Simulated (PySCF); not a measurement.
# Working out the ionisation energy of F

F [He] 2s2 2p5 (2P) → F⁺ [He] 2s2 2p4 (3P). Computed with PySCF 2.14 in dyall-av3z (15s9p3d2f, 71 functions), with the non-relativistic Hamiltonian (point nucleus). Frozen: 1s2; the 14 highest virtual orbitals dropped. Energies in hartree (1 hartree = 27.21139 eV):

```tsv
part	F (lower)	F⁺ (upper)
UHF	-99.415948	-98.840755
MP2 opposite-spin	-0.161076	-0.114809
MP2 same-spin	-0.050790	-0.036429
```

What does Hartree-Fock give?

(-98.840755) − (-99.415948) = 0.575193 hartree = 15.652 eV.

What do MP2 and SCS-MP2 (6/5 opposite-spin, 1/3 same-spin) give?

The opposite-spin parts differ by 1.259 eV and the same-spin parts by 0.391 eV. MP2: 15.652 + (1.259) + (0.391) = 17.302 eV. SCS-MP2: 15.652 + 1.2 × (1.259) + (0.391)/3 = 17.293 eV.

Measured between the centres of the two terms (NIST): 17.427 eV, so MP2 (valence) is off by -0.125 eV.

What remains against the reference includes basis incompleteness, the frozen core and correlation beyond second order.
